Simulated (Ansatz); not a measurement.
hcp Lu was calculated with r²SCAN-D4 in Ansatz (plane waves, PAW).

Numerical settings: plane-wave cutoff 560 eV, 18×18×10 k mesh (along the axes of the cell as run), Fermi–Dirac smearing 0.05 eV, scalar-relativistic PAW data made under PBE.

Energies at three volumes about the minimum:

```json
[
 {"V (Å³/atom)": "28.242", "E − E_lowest (meV/atom)": "1.73"},
 {"V (Å³/atom)": "28.819", "E − E_lowest (meV/atom)": "0.00"},
 {"V (Å³/atom)": "29.395", "E − E_lowest (meV/atom)": "1.65"}
]
```

Problem. Fit a parabola by hand: where is the minimum, and what is the bulk modulus?

Solution. Slopes: (0.00 − 1.73)/(28.819 − 28.242) = -2.998 and (1.65 − 0.00)/(29.395 − 28.819) = 2.865 meV/Å³. Curvature E″ = 2 × (2.865 − (-2.998))/(29.395 − 28.242) = 10.170 meV/Å⁶. From the middle of the first interval, the slope vanishes at V0 = 28.5305 − (-2.998)/10.170 = 28.825 Å³/atom. B = V0 E″ = 28.825 × 10.170 meV/Å³ × 0.1602 GPa per meV/Å³ = 47.0 GPa. The full Birch–Murnaghan fit to all volumes gives V0 = 28.817 Å³/atom and B0 = 47.0 GPa.

Shape and atoms are relaxed at each volume.

Measured, for comparison: bulk modulus 47.6 GPa (room temperature, not corrected to a static lattice; as tabulated in Wikipedia's data pages); equilibrium volume per atom 29.52 Å³/atom (room temperature, not corrected to a static lattice; as tabulated in Söderlind et al. (2014), doi:10.1088/0953-8984/26/41/416001). Computed (rounded) less measured: bulk modulus -1 %, equilibrium volume per atom -2.4 %.

Note: the bulk modulus comes from volumes at which shape and atoms were relaxed.

Ansatz is a first-principles code.
